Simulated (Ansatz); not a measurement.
Reaction (SMILES): CO (CH3-OH) → O[CH2] (CH2-OH) + H atom
B3LYP-D3(BJ)/def2-TZVP geometries, fixed; electronic energies without zero-point terms.
Largest species:
```
C
H 1 1.0891
H 1 1.0957 2 108.34
H 1 1.0957 2 108.34 3 -117.92
O 1 1.4207 2 106.80 3 121.04
H 5 0.9621 1 108.72 2 -180.00
```
Charge 0, spin multiplicity 1.

Effect of a fitting basis named in the input at PBE0/def2-TZVPP with Ansatz (a first-principles code), against the last row, where the bond dissociation energy is 98.87 kcal/mol. Open shells are unrestricted. The default fits or decomposes integrals by the program's own choice; accuracy: high also tightens integrals, grids and stops.

```tsv
setting	largest shift of a total energy (mEh)	shift of the bond dissociation energy (kcal/mol)
fitting: def2-SV(P)-JKFIT	-0.049	-0.011
fitting: def2-universal-JKFIT	-0.049	-0.011
fitting: cc-pVTZ-JKFIT	-0.019	0.005
fitting: cc-pVQZ-JKFIT	-0.006	-0.001
fitting: cc-pV5Z-JKFIT	-0.005	-0.001
accuracy: high	-0.002	0.000
accuracy: medium (default)	0.000	0.000
```

Within 0.02 kcal/mol in the bond dissociation energy: fitting: def2-SV(P)-JKFIT; fitting: def2-universal-JKFIT; fitting: cc-pVTZ-JKFIT; fitting: cc-pVQZ-JKFIT; fitting: cc-pV5Z-JKFIT; accuracy: high. The largest shift is 0.049 mEh in a total energy and 0.011 kcal/mol in the difference.
